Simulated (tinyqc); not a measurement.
Worked calculation: extended Hueckel theory, for LiF-. The parameters take no account of the charge, which enters only through the electron count, and nothing here shows that the anion is bound. One step of it, computed by the program tinyqc.

Question. Mulliken analysis. P = C n C^T; charge = valence electrons (F 7, Li 1) minus the sum of (P S)_ii on the atom; overlap population = 2 sum P_ij S_ij between two atoms.

coefficients, order 1Li 2s, 1Li 2px, 1Li 2py, 1Li 2pz, 2F 2s, 2F 2px, 2F 2py, 2F 2pz:
$$\begin{pmatrix}
0.052069 & 0.000000 & 0.000000 & -0.020168 & 0.859114 & 0.000000 & 0.000000 & 0.602328 \\
0.000000 & -0.024418 & 0.026593 & 0.000000 & 0.000000 & -0.361144 & 0.941259 & 0.000000 \\
0.000000 & 0.026593 & 0.024418 & 0.000000 & 0.000000 & 0.941259 & 0.361144 & 0.000000 \\
0.054465 & 0.000000 & 0.000000 & -0.011507 & -0.512337 & 0.000000 & 0.000000 & 0.982346 \\
0.961532 & 0.000000 & 0.000000 & 0.013071 & -0.038837 & 0.000000 & 0.000000 & -0.627521 \\
0.000000 & -0.672693 & 0.732606 & 0.000000 & 0.000000 & 0.060442 & -0.157532 & 0.000000 \\
0.000000 & 0.732606 & 0.672693 & 0.000000 & 0.000000 & -0.157532 & -0.060442 & 0.000000 \\
0.006268 & 0.000000 & 0.000000 & 0.997470 & 0.031561 & 0.000000 & 0.000000 & 0.136377
\end{pmatrix}$$

occupations: [2.000000, 2.000000, 2.000000, 2.000000, 1.000000, 0.000000, 0.000000, 0.000000]

overlap S, order 1Li 2s, 1Li 2px, 1Li 2py, 1Li 2pz, 2F 2s, 2F 2px, 2F 2py, 2F 2pz:
$$\begin{pmatrix}
1.000000 & 0.000000 & 0.000000 & 0.000000 & 0.270291 & 0.000000 & 0.000000 & -0.070136 \\
0.000000 & 1.000000 & 0.000000 & 0.000000 & 0.000000 & 0.131866 & 0.000000 & 0.000000 \\
0.000000 & 0.000000 & 1.000000 & 0.000000 & 0.000000 & 0.000000 & 0.131866 & 0.000000 \\
0.000000 & 0.000000 & 0.000000 & 1.000000 & 0.408370 & 0.000000 & 0.000000 & -0.077865 \\
0.270291 & 0.000000 & 0.000000 & 0.408370 & 1.000000 & 0.000000 & 0.000000 & 0.000000 \\
0.000000 & 0.131866 & 0.000000 & 0.000000 & 0.000000 & 1.000000 & 0.000000 & 0.000000 \\
0.000000 & 0.000000 & 0.131866 & 0.000000 & 0.000000 & 0.000000 & 1.000000 & 0.000000 \\
-0.070136 & 0.000000 & 0.000000 & -0.077865 & 0.000000 & 0.000000 & 0.000000 & 1.000000
\end{pmatrix}$$

Give: charges; Overlap populations.

Answer.

charges: 1Li -0.1097, 2F -0.8903

Overlap populations:
```
pair     value
2-1   0.182974
```
